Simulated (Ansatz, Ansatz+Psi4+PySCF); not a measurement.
```yaml
atoms:
  - { symbol: Al, position_ang: [0.0000, 0.0000, -0.7766] }
  - { symbol: O, position_ang: [0.0000, 0.0000, 0.7766] }
```

Basis set: cc-pVTZ on O; cc-pV(T+d)Z on Al (spherical functions). Frozen core: 6 orbitals. Correlation on ROHF uses semicanonical orbitals with singles. Charge 0, multiplicity 2.

Computed with Ansatz (development build ahead of 0.2.0); the reference of a correlated method needn't be the lowest determinant of its kind.

The atomization energy at this shape (free ground-state atoms in the same class of orbitals less the molecule, no zero-point energy) of doublet AlO:

| method | atomization energy |
| --- | --- |
| ROHF-CCSD(T) | 112.14 kcal/mol |
| UHF-BCCD(T) | 111.78 kcal/mol |

(1) What does UHF-CCSD(T) give?

## Answers

(1) 110.31 kcal/mol. Caution: the reference determinant was not shown to be the lowest. Caution for UHF-CCSD(T): another reference gives a lower total.
